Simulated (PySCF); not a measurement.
**Multinuclear NMR of formic acid**

Geometry:
```
atom   x (Å)   y (Å)   z (Å)
  O1  -0.554   1.161  -0.542
  C2  -0.302   0.061  -0.150
  O3   0.899  -0.520  -0.205
  H4  -1.025  -0.625   0.312
  H5   1.507   0.113  -0.616
```

- structure optimised with PBE0-D3(BJ)/def2-TZVP
- GIAO B97-2/pcSseg-2 shieldings
- run in PySCF 2.14
- no relativistic terms, no solvent model, one computed conformer

Question: What are the 17O shifts?

Answer: 
| atoms | environment | σ (ppm) | δ (ppm) |
| --- | --- | --- | --- |
| O1 | carbonyl oxygen | -96.9 | 365.8 |
| O3 | acid hydroxyl oxygen | 119.5 | 160.8 |

Shieldings were converted by a linear fit to measured shifts: 17O (scatter 12.2 ppm rms vs liquid water, solution or neat liquid). Occasional misses reach two or three times the rms, and more in compound classes unlike the fitted ones.

On a 600 MHz spectrometer 17O resonates near 81.3 MHz, so 1 ppm is 81.3 Hz.

In solution the two oxygens of a carboxylic acid exchange roles by proton transfer and give one 17O line. Hydrogen bonding in solution shields acid and N–H amide carbonyl oxygens by tens of ppm.
